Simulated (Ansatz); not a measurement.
Born–Oppenheimer molecular dynamics of CH$_{6}$BF (9 atoms, charge 0, multiplicity 1). It starts at the highest image of a converged band, a first-order saddle point between two minima.

Level of theory: UKS PBE0-D4/def2-SVP (Ansatz).

| Property | Result |
| --- | --- |
| ensemble | NVE (velocity Verlet) |
| time step | 0.5 fs |
| steps asked | 200 |
| starting velocities drawn for | 100 K |
| seed | 11989 |

First frame:

```xyz
9
Properties=species:S:1:pos:R:3
B -0.765 0.012 -0.444
C 0.675 -0.325 0.411
H -1.731 -0.262 0.224
H -0.677 -0.342 -1.593
H 0.212 0.970 0.071
F -0.574 1.637 -0.409
H 1.656 -0.161 -0.063
H 0.728 -0.123 1.491
H 0.475 -1.405 0.311
```

(1) How far do the bonds stretch over the last three quarters of this one trajectory? (Pairs bonded in most of those frames.)

Answers

(1) 
```tsv
bond	mean (Å)	spread (Å)	shortest	longest
B1–C2	1.561	0.027	1.52	1.62
B1–H3	1.212	0.010	1.19	1.23
B1–H4	1.213	0.007	1.20	1.23
C2–H7	1.101	0.010	1.08	1.12
C2–H8	1.101	0.008	1.09	1.11
C2–H9	1.110	0.009	1.09	1.13
H5–F6	0.923	0.008	0.91	0.94
```

Mean temperature of the second half: 344 K. The conserved energy stayed within 0.027 meV per atom of its start (net change 0.012 meV per atom), so the integration is sound. The kinetic energy rose, since the run started high on the potential surface and went downhill. It ends in pieces (CH5B + FH), so much of that is their flight and rotation, not heat. A run of 0.1 ps of so small a system gives no equilibrium averages. The orbitals stay closed-shell, which can raise the energy where a bond breaks towards radicals; this wasn't checked here.

Run time: 4.2 min on 2 threads of Arm Neoverse V2, on a shared host, peak memory 0.15 GiB.
